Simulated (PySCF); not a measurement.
How the method moves the HOMO and LUMO of 4-cyano-1-butyne

Species: 4-cyano-1-butyne, C5H5N.
Cartesian coordinates in Å at the PBE0-D3(BJ)/def2-SVP level; atoms count from 1:
```
atom  x, y, z in Å
C1     2.5484    0.0851    0.7154
C2     1.4252   -0.2177    0.3816
C3     0.0671   -0.5602   -0.0143
C4    -0.9049    0.6126    0.1925
C5    -2.2662    0.2757   -0.2024
N6    -3.3392   -0.0155   -0.5224
H7     3.5486    0.3450    1.0093
H8     0.0551   -0.8665   -1.0731
H9    -0.2796   -1.4327    0.5633
H10   -0.9093    0.9200    1.2500
H11   -0.5738    1.4872   -0.3892
```

Basis pcSseg-2 throughout (PySCF), one geometry. The structure is a single PBE0-D3(BJ)/def2-SVP conformer in the gas phase; no vibrational or solvent corrections.

Q: How do the orbital energies, the gap and the dipole change with the method?

A: 
```json
{"method": "BLYP", "kind": "GGA", "HOMO (eV)": "-6.89", "LUMO (eV)": "-0.72", "gap (eV)": "6.16", "μ (D)": "3.47", "SCF cycles": "16"}
{"method": "B97-D", "kind": "GGA", "HOMO (eV)": "-6.99", "LUMO (eV)": "-0.75", "gap (eV)": "6.24", "μ (D)": "3.47", "SCF cycles": "16"}
{"method": "OPBE", "kind": "GGA", "HOMO (eV)": "-7.01", "LUMO (eV)": "-0.76", "gap (eV)": "6.25", "μ (D)": "3.41", "SCF cycles": "16"}
{"method": "KT2", "kind": "GGA", "HOMO (eV)": "-7.04", "LUMO (eV)": "-0.85", "gap (eV)": "6.19", "μ (D)": "3.46", "SCF cycles": "16"}
{"method": "PBE", "kind": "GGA", "HOMO (eV)": "-7.04", "LUMO (eV)": "-0.85", "gap (eV)": "6.19", "μ (D)": "3.45", "SCF cycles": "17"}
{"method": "KT3", "kind": "GGA", "HOMO (eV)": "-7.05", "LUMO (eV)": "-0.86", "gap (eV)": "6.20", "μ (D)": "3.43", "SCF cycles": "16"}
{"method": "BP86", "kind": "GGA", "HOMO (eV)": "-7.13", "LUMO (eV)": "-0.93", "gap (eV)": "6.20", "μ (D)": "3.47", "SCF cycles": "16"}
{"method": "LDA", "kind": "LDA", "HOMO (eV)": "-7.21", "LUMO (eV)": "-1.08", "gap (eV)": "6.13", "μ (D)": "3.53", "SCF cycles": "16"}
{"method": "B97-2", "kind": "global hybrid", "HOMO (eV)": "-8.00", "LUMO (eV)": "0.09", "gap (eV)": "8.09", "μ (D)": "3.54", "SCF cycles": "14"}
{"method": "B3LYP", "kind": "global hybrid", "HOMO (eV)": "-8.03", "LUMO (eV)": "-0.23", "gap (eV)": "7.80", "μ (D)": "3.55", "SCF cycles": "16"}
{"method": "PBE0", "kind": "global hybrid", "HOMO (eV)": "-8.27", "LUMO (eV)": "0.07", "gap (eV)": "8.34", "μ (D)": "3.55", "SCF cycles": "14"}
{"method": "mPW1PW91", "kind": "global hybrid", "HOMO (eV)": "-8.29", "LUMO (eV)": "0.06", "gap (eV)": "8.35", "μ (D)": "3.55", "SCF cycles": "14"}
{"method": "BHandHLYP", "kind": "global hybrid", "HOMO (eV)": "-9.35", "LUMO (eV)": "0.63", "gap (eV)": "9.98", "μ (D)": "3.66", "SCF cycles": "13"}
{"method": "CAM-B3LYP", "kind": "range-separated hybrid", "HOMO (eV)": "-9.65", "LUMO (eV)": "0.79", "gap (eV)": "10.44", "μ (D)": "3.60", "SCF cycles": "14"}
{"method": "wB97X-D", "kind": "range-separated hybrid", "HOMO (eV)": "-10.15", "LUMO (eV)": "1.79", "gap (eV)": "11.94", "μ (D)": "3.57", "SCF cycles": "13"}
{"method": "HF", "kind": "Hartree–Fock", "HOMO (eV)": "-11.02", "LUMO (eV)": "2.29", "gap (eV)": "13.30", "μ (D)": "3.81", "SCF cycles": "10"}
{"method": "LC-wPBE", "kind": "range-separated hybrid", "HOMO (eV)": "-11.08", "LUMO (eV)": "1.97", "gap (eV)": "13.06", "μ (D)": "3.60", "SCF cycles": "13"}
```

The HOMO spans 4.19 eV, from BLYP down to LC-wPBE, and the gap runs from 6.13 eV (LDA) to 13.30 eV (HF). Over the methods BLYP (0 %), B97-D (0 %), OPBE (0 %), KT2 (0 %), PBE (0 %), KT3 (0 %), BP86 (0 %), LDA (0 %), B97-2 (21 %), B3LYP (20 %), PBE0 (25 %), mPW1PW91 (25 %), BHandHLYP (50 %), HF (100 %), a straight line through the gap against the share of exact exchange rises by 0.73 eV for each 10 % (correlation coefficient 0.997). The dipole ranges from 3.41 D (OPBE) to 3.81 D (HF). This basis has no diffuse functions.

The vertical ΔSCF ionisation energy at CAM-B3LYP/def2-SVPD is 10.75 eV; −ε(HOMO) comes closest to it with HF (11.02 eV).
